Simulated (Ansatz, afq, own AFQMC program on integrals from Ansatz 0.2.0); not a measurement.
## Where AFQMC and coupled cluster stand for SiGeH$_{3}$⁺, triplet

```xyz
5

Si   -0.0291    0.0911    1.6863
Ge    0.0129   -0.0156   -0.6336
H     0.2341   -1.4090    1.7523
H    -0.3266   -1.2336   -1.5256
H    -0.0229    1.2257   -1.5544
```

Connectivity, by distances: SiH–GeH2.

Basis cc-pVDZ. Noble-gas cores (and the filled d shells of Ga–Kr and In–Xe) are frozen. Ansatz 0.2.0 and our own AFQMC program on the same integrals; the CISD trial comes from CCSD amplitudes, and released means the phaseless constraint is let go. ± is one standard error of the sampling. No spin–orbit coupling.

Determinant: UHF, the one that the program's search chose, which needn't be the lowest solution. The geometry is a PBE0/def2-TZVP stationary point of this or a neighbouring charge and spin state.

No full CI on the walks' own integrals is used here; CCSDT(Q) serves as the reference and is uncertain by about the last step of the cluster series.

Cautions: no relativity below Rb; no spin-orbit coupling; inner d shell frozen; another spin lies lower (by 435 meV); the released energies are still falling, so no released level is given (meV from the phaseless value at times in 1/Eh: -4 ± 3 at 0.24, -10 ± 3 at 0.51, -15 ± 3 at 0.99, -16.7 ± 2.5 at 1.62, -20.8 ± 2.5 at 2.40), though the last usable value meets CCSDT(Q) within the noise.

- T1 diagnostic: 0.0285
- weight of the determinant in the CISD state: 0.870
- ⟨S²⟩ of the determinant: 2.010
- size of the correlated space: 10 electrons in 41 orbitals

Reference: CCSDT(Q), correlation energy -5.045 eV.

| level | E − E(reference) (kcal/mol) | share of correlation (%) |
| --- | --- | --- |
| HF | 116.33 | 0.00 |
| MP2 | 28.81 | 75.23 |
| CCSD | 4.74 | 95.92 |
| CCSD(T) | 1.21 | 98.96 |
| CCSDT | 0.18 | 99.84 |
| ph-AFQMC/CISD | 0.55 ± 0.08 | 99.52 |
